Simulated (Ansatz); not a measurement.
## What a trial cell of Sr relaxes into

Computed with DFT r2SCAN, scalar-relativistic, plane waves, PAW (Ansatz 0.2.0). Cutoff 500 eV, Γ-centred k mesh, Gaussian smearing, no spin polarisation in the final step.

The start puts Sr on the diamond structure type (Fd-3m, No. 227), at a guessed volume.

```xyz
2
Lattice="0.0000 4.0263 4.0263 4.0263 0.0000 4.0263 4.0263 4.0263 0.0000" Properties=species:S:1:pos:R:3 pbc="T T T"
Sr    4.0263    4.0263    4.0263
Sr    6.0395    6.0395    6.0395
```

Cell and atoms relax at zero pressure; the relaxation can't lower the symmetry of the start.

Energies count from the standard state of Sr at the same level.

(1) Describe the relaxed structure.

(2) What are its volume, energy, density and gap?

Answers

(1) It keeps Fd-3m (No. 227). The result has the diamond structure. Conventional cell: a = 9.676 Å. Sr is coordinated by 4 Sr at 4.19 Å.

```cif
data_structure
_symmetry_space_group_name_H-M 'Fd-3m:1'
_symmetry_Int_Tables_number 227
_cell_length_a 9.6759
_cell_length_b 9.6759
_cell_length_c 9.6759
_cell_angle_alpha 90.000
_cell_angle_beta 90.000
_cell_angle_gamma 90.000
_cell_volume 905.88
loop_
_atom_site_label
_atom_site_type_symbol
_atom_site_symmetry_multiplicity
_atom_site_Wyckoff_symbol
_atom_site_fract_x
_atom_site_fract_y
_atom_site_fract_z
_atom_site_occupancy
Sr1 Sr 8 b 0.00000 0.00000 0.50000 1
```

(2) The volume per atom is 113.23 Å³, the density is 1.28 g/cm³ and the energy over the standard structure is 1.04 eV/atom. The gap on the 10×10×10 mesh is 0 eV (a metal).

The final run used a 10×10×10 mesh on its 2-atom cell and 0.10 eV smearing. For metals, differences of a few meV/atom aren't resolved. A structure relaxed within its symmetry needn't be a true minimum. The steps took of the order of 4 core-minutes in all.